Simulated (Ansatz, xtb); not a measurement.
## CH3FS2: which of two conformers lies lower

Structure X is `FCSS`, a singlet and structure Y is `FCSS`, a singlet. Both are isolated molecules in the gas phase, relaxed with B3LYP/6-31G*.

X (Å):

```xyz
7

C     2.5298   -1.4090    0.2756
F     1.6379   -1.0215   -0.6939
S     2.1833   -3.0838    0.9140
S     0.4193   -2.7987    2.0062
H     3.5371   -1.4726   -0.1557
H     2.5078   -0.6799    1.0904
H     0.9665   -2.5971    3.2301
```

Y (Å):

| atom | x (Å) | y (Å) | z (Å) |
| --- | --- | --- | --- |
| C | -0.0450 | -0.3669 | 1.8716 |
| F | -0.1648 | -0.0664 | 0.5340 |
| S | -0.9262 | -1.9002 | 2.3147 |
| S | 0.2883 | -3.3686 | 1.4511 |
| H | -0.5156 | 0.4239 | 2.4689 |
| H | 1.0158 | -0.4593 | 2.1195 |
| H | -0.2350 | -3.3613 | 0.2023 |

Energies in hartree; the thermal terms are from B3LYP/6-31G* harmonic frequencies (ideal gas, rigid rotor, one conformer each, 298.15 K, 1 atm) and include the zero-point energy:

|  | X | Y |
| --- | --- | --- |
| E, CCSD(T)/def2-TZVP | −935.018422 | −935.019824 |
| zero-point energy | 0.041150 | 0.041264 |
| H(298 K) − E | 0.047460 | 0.047537 |
| G(298 K) − E | 0.011564 | 0.011739 |

**Question.** Work out ΔE, ΔE₀, ΔH and ΔG for X → Y in kcal/mol (1 Eh = 627.51 kcal/mol) and the equilibrium ratio [Y]/[X].

**Answer.** 1. ΔE = −935.019824 − (−935.018422) = −0.001402 Eh = −0.88 kcal/mol.
2. ΔE₀ = ΔE + ΔZPE = −0.001402 + (+0.000114) Eh = −0.81 kcal/mol.
3. ΔH = ΔE + (+0.000077) Eh = −0.83 kcal/mol.
4. ΔG = ΔE + (+0.000175) Eh = −0.77 kcal/mol, so ΔS = (ΔH − ΔG)/T = −0.9 J/(mol K).
5. kT = 0.9442 mEh, so K = [Y]/[X] = exp(−ΔG/kT) = exp(+1.30) ≈ 3.7.

The two are too close for this level to say which is favoured. An error of 1 kcal/mol in ΔG would change K by a factor of 5.4. Mirror images and further conformers aren't counted.

Other levels gave ΔE = −0.9 (B3LYP/6-31G*); −0.9 (HF/def2-TZVP); −1.0 (MP2/def2-TZVP) kcal/mol. The correlated steps freeze 12 core orbitals. Programs: Ansatz 0.2.0.
